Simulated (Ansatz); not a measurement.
## How far each method lies from full CI for NO, doublet

Geometry: MP2(full)/6-31G*, from the G2/97 set.

```xyz
2

N     0.0000    0.0000    0.0000
O     0.0000    0.0000    1.1427
```

Basis 6-31G; Ansatz 0.2.0. Only valence electrons are correlated (noble-gas cores frozen), which leaves 11 electrons in 16 orbitals. Prefix R: restricted or restricted open-shell reference; prefix U: unrestricted. Active spaces: valence = (11e, 8o) chosen from the atoms' valence shells.

Full CI is exact within this basis and frozen core; it isn't the basis-set limit. The frozen core follows each run's orbitals, which can shift R against U totals by a few meV.

For open shells CISD and CISDTQ are restricted-active-space CI with the open shells as a complete middle space.

```
UHF ⟨S²⟩                          : 0.835
T1 diagnostic (RCCSD)             : 0.0232
largest doubles amplitude (RCCSD) : 0.129
T1 diagnostic (UCCSD)             : 0.0389
```

```tsv
level	E − E(RHF) (eV)
UHF	-0.1379
RMP2	-6.3223
UMP2	-6.0193
RCCSD	-6.1882
UCCSD	-6.2040
RCCSD(T)	-6.3987
UCCSD(T)	-6.3896
```

Question: Estimate how far full CI in 6-31G lies from RCCSD(T). The table doesn't fix it; the size of (T) and the diagnostics are the guide.

Answer: Full CI in 6-31G lies 47 meV below RCCSD(T), which is 22 % of the (T) step (-211 meV). A doubles amplitude is large, but (T) still catches most of what CCSD lacks. The miss exceeds 1 kcal/mol.

The other levels:

```tsv
level	E − E(full CI) (meV)	share of correlation (%)	wall time
CISD	641	90.06	0.55 s
BCCD(T)	50	99.23	0.54 s
RCCSDT	36	99.44	–
UCCSDT	35	99.45	–
CISDTQ	33	99.49	11 s
RCCSDT(Q)	1	99.99	4.5 s
UCCSDT(Q)	-1	100.02	3.9 s
RCCSDTQ	4	99.93	52 s
UCCSDTQ	4	99.94	53 s
CASSCF (valence space)	2932	54.51	–
NEVPT2 (valence space)	633	90.18	0.76 s
MRCISD (valence space)	126	98.04	–
MRCISD+Q (valence space)	29	99.56	1.8 s
```

The correlation energy at full CI, counted from RHF, is -6.445 eV. That run took 11 s on 2 threads of AMD EPYC 7R13 with a shared H100 80 GB, shared host over 8,744,736 determinants.

Times hold each run's SCF and search for its determinant on a shared host, so for small cases they say little of a method's own cost; they ran on 1 thread of AMD EPYC 7R13.

The full-CI state has the irrep B1 of C2v, in the program's axes (one component, if the state is degenerate).

Natural occupations of full CI about the gap: 1.976 1.965 1.961 1.916 1.016 0.088 0.031 0.014 0.013 0.009; effectively unpaired electrons, Σ n²(2−n)², 1.07.

Atomization energy (electronic, same basis, no zero-point term; atoms at the same level, unrestricted beside the R rows where the molecule is a closed shell, with restricted open-shell steps beyond CCSDT(Q)) at full CI: 388.6 kJ/mol. Errors of other levels:

```tsv
level	error (kJ/mol)
RHF	-366.5
UHF	-366.4
RMP2	33.5
UMP2	0.2
CISD	-57.4
RCCSD	-23.1
UCCSD	-21.9
RCCSD(T)	-4.1
UCCSD(T)	-5.3
BCCD(T)	-4.4
RCCSDT	-3.5
UCCSDT	-3.6
CISDTQ	-3.1
RCCSDT(Q)	-0.1
UCCSDT(Q)	-0.2
RCCSDTQ	-0.4
UCCSDTQ	-0.7
CASSCF (valence space)	-27.5
NEVPT2 (valence space)	16.3
MRCISD (valence space)	-7.6
MRCISD+Q (valence space)	-2.8
```

This basis is far from its limit, so the value isn't to be set against a measured one. Truncated CI isn't size-consistent, which counts against it in atomization.
